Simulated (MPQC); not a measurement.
# SiH3Cl (SiClH3): levels of theory compared

Aim: a comparison of 6 runs (HF/STO-3G, HF/3-21G, HF/def2-SVP, PBE0/def2-SVP, PBE0/aug-cc-pVDZ, MP2/6-311G**) of SiH3Cl (SiClH3). 

The results are computed with MPQC 2.3.1.

## 1. Starting point

The species is SiH3Cl (5 atoms), meant as a singlet with charge 0. SMILES: `[H][Si]([H])([H])Cl`. Geometry: relaxed at GFN2-xTB.

Bond lengths: Si1–Cl2 2.010 Å, Si1–H3 1.458 Å, Si1–H4 1.458 Å, Si1–H5 1.458 Å. Angles: Cl2–Si1–H3 108.3°, Cl2–Si1–H4 108.2°, Cl2–Si1–H5 108.0°, H3–Si1–H4 110.8°, H3–Si1–H5 110.8°, H4–Si1–H5 110.7°.

## 2. Energy and forces at HF/STO-3G (run 1)

The input, job.in:

```
% ClH3Si
molecule<Molecule>: (
    symmetry = c1
    unit = angstrom
    { atoms geometry } = {
        Si [ 0.000290     0.001940    -0.129410 ]
        Cl [ 0.010690    -0.020840     1.880630 ]
        H  [ 1.382330     0.011210    -0.594910 ]
        H  [ -0.700750     1.203700    -0.566480 ]
        H  [ -0.692550    -1.196020    -0.589840 ]
    }
)
basis<GaussianBasisSet>: (
    name = "STO-3G"
    molecule = $:molecule
    basisdir = "."
    puream = yes
)
mpqc: (
    checkpoint = no
    savestate = no
    restart = no
    do_energy = yes
    do_gradient = yes
    optimize = no
    mole<CLHF>: (
        molecule = $:molecule
        basis = $:basis
        total_charge = 0
        memory = 1000000000
        print_evals = yes
        print_npa = yes
        maxiter = 120
        value_accuracy = 1e-08
        guess_wavefunction<CLHF>: (
            molecule = $:molecule
            total_charge = 0
            memory = 1000000000
            value_accuracy = 1e-3
            basis<GaussianBasisSet>: (
                name = "STO-2G"
                molecule = $:molecule
            )
        )
    )
)
```

The basis set STO-3G is read from a file made from the Basis Set Exchange's data (not shown).

Launch:

```
mpqc -o job.out job.in
```

Output:

```text
MPQC: Massively Parallel Quantum Chemistry
[...]
  LUMO is    18   A =   0.375275
  total scf energy = -741.9729412712
[...]
Value of the MolecularEnergy: -741.9729412712
  Gradient of the MolecularEnergy:
      1    0.0007964685
      2   -0.0004031963
      3    0.0604696001
      4   -0.0004432368
      5    0.0003749074
      6   -0.0436654771
      7    0.0186476845
      8    0.0001015143
      9   -0.0059174447
     10   -0.0095357578
     11    0.0161926278
     12   -0.0053603551
[...]
      symmetry = c1
[...]
```

Wall time 0.2 s (1 thread of Arm Neoverse V1, shared host).

## 3. Energy and forces at HF/3-21G (run 2)

The input, mol.in:

```
molecule<Molecule>: (
   symmetry = c1
   unit = angstrom
   { atoms geometry } = {
      Si [ 0.000290       0.001940      -0.129410 ]
      Cl [ 0.010690      -0.020840       1.880630 ]
      H  [ 1.382330       0.011210      -0.594910 ]
      H  [ -0.700750       1.203700      -0.566480 ]
      H  [ -0.692550      -1.196020      -0.589840 ]
   }
)
basis<GaussianBasisSet>: (
   name = "3-21G"
   molecule = $:molecule
   basisdir = "."
   puream = yes
)
mpqc: (
   checkpoint = no
   savestate = no
   restart = no
   do_energy = yes
   do_gradient = yes
   optimize = no
   mole<CLHF>: (
      molecule = $:molecule
      basis = $:basis
      total_charge = 0
      memory = 1000000000
      print_evals = yes
      print_npa = yes
      maxiter = 120
      value_accuracy = 1e-08
      guess_wavefunction<CLHF>: (
         molecule = $:molecule
         total_charge = 0
         memory = 1000000000
         value_accuracy = 1e-3
         basis<GaussianBasisSet>: (
            name = "STO-2G"
            molecule = $:molecule
         )
      )
   )
)
```

The basis set 3-21G is read from a file made from the Basis Set Exchange's data (not shown).

Launch:

```
mpqc -o mol.out mol.in
```

Output:

```text
MPQC: Massively Parallel Quantum Chemistry
[...]
  LUMO is    18   A =   0.116179
  total scf energy = -746.4469685292
[...]
Value of the MolecularEnergy: -746.4469685292
  Gradient of the MolecularEnergy:
      1    0.0006131975
      2   -0.0004840900
      3    0.0593479514
      4   -0.0005577738
      5    0.0006962316
      6   -0.0707424788
      7   -0.0069443386
      8   -0.0000774403
      9    0.0037022103
     10    0.0034786523
     11   -0.0060899360
     12    0.0037189824
[...]
      symmetry = c1
[...]
```

It took 0.46 s on 1 thread of Arm Neoverse V1, shared host.

Runs 3 to 5 aren't shown in full; the table further down has their settings and results.

## 4. Energy and gradient at MP2/6-311G(d,p) (run 6)

The input, job.in:

```
% emacs should use -*- KeyVal -*- mode
molecule<Molecule>: (
  symmetry = c1
  unit = angstrom
  { atoms geometry } = {
    Si [ 0.000290     0.001940    -0.129410 ]
    Cl [ 0.010690    -0.020840     1.880630 ]
    H  [ 1.382330     0.011210    -0.594910 ]
    H  [ -0.700750     1.203700    -0.566480 ]
    H  [ -0.692550    -1.196020    -0.589840 ]
  }
)
basis<GaussianBasisSet>: (
  name = "6-311G**"
  molecule = $:molecule
  basisdir = "."
  puream = yes
)
mpqc: (
  checkpoint = no
  savestate = no
  restart = no
  do_energy = yes
  do_gradient = yes
  optimize = no
  mole<MBPT2>: (
    molecule = $:molecule
    basis = $:basis
    memory = 1000000000
    method = mp
    nfzc = 10
    reference<CLHF>: (
      molecule = $:molecule
      basis = $:basis
      total_charge = 0
      memory = 1000000000
      print_evals = yes
      maxiter = 120
      value_accuracy = 1e-08
      guess_wavefunction<CLHF>: (
        molecule = $:molecule
        total_charge = 0
        memory = 1000000000
        value_accuracy = 1e-3
        basis<GaussianBasisSet>: (
          name = "STO-3G"
          molecule = $:molecule
        )
      )
    )
  )
)
```

The basis set 6-311G** is read from a file made from the Basis Set Exchange's data (not shown).

Launch:

```
mpqc job.in > job.out
```

Output:

```text
MPQC: Massively Parallel Quantum Chemistry
[...]
  LUMO is    18   A =   0.106865
  total scf energy = -750.2323342833
[...]
  MP2 correlation energy [au]:         -0.242679842726
  MP2 energy [au]:                   -750.475014125985
[...]
Value of the MolecularEnergy: -750.4750141260
  Gradient of the MolecularEnergy:
      1    0.0003895953
      2    0.0000477411
      3    0.0130321224
      4   -0.0002795313
      5    0.0001256151
      6   -0.0196740517
      7   -0.0039447874
      8   -0.0000551739
      9    0.0021101853
     10    0.0019416563
     11   -0.0034695645
     12    0.0021721918
[...]
        symmetry = c1
[...]
```

Run time: 23 s. Hardware: 1 thread of Arm Neoverse V1, shared host; peak memory 0.49 GiB.

## 5. The series

| run | level | starting guess | integration grid | energy (Eh) | HOMO energy (eV) | LUMO energy (eV) | HOMO–LUMO gap (eV) | wall time |
| --- | --- | --- | --- | --- | --- | --- | --- | --- |
| 1 | HF/STO-3G | STO-2G | – | -741.972941 | -10.22 | 10.21 | 20.43 | 0.2 s |
| 2 | HF/3-21G | STO-2G | – | -746.446969 | -12.31 | 3.16 | 15.47 | 0.46 s |
| 3 | HF/def2-SVP | 3-21G | – | -749.981160 | -12.23 | 4.00 | 16.23 | 2.1 s |
| 4 | PBE0/def2-SVP | STO-2G | xfine | -751.011279 | -8.89 | 0.50 | 9.39 | 19 s |
| 5 | PBE0/aug-cc-pVDZ | STO-3G | xfine | -751.253292 | -9.03 | -0.30 | 8.72 | 2 min |
| 6 | MP2/6-311G** | STO-3G | – | -750.475014 | -12.35 | 2.91 | 15.26 | 23 s |

## 6. Summary of results

| quantity | value |
| --- | --- |
| run 6: total energy | -750.47501 Eh |
| run 6: HOMO energy (Hartree–Fock orbitals) | -12.35 eV |
| run 6: LUMO energy (Hartree–Fock orbitals) | 2.91 eV |
| run 6: HOMO–LUMO gap (Hartree–Fock orbitals) | 15.26 eV |
| run 6: correlation energy (10 core orbitals frozen) | -242.7 mEh |
| run 6: largest force on an atom | 1.012 eV/Å |

In words: Over runs 1, 2, 3, 4, 5 the HOMO–LUMO gap runs from 8.72 eV (PBE0/aug-cc-pVDZ) to 20.43 eV (HF/STO-3G). The two ends differ in method and basis. In run 1 the basis is minimal, so the values are rough. All runs together took 2.8 min, the longest 2 min.
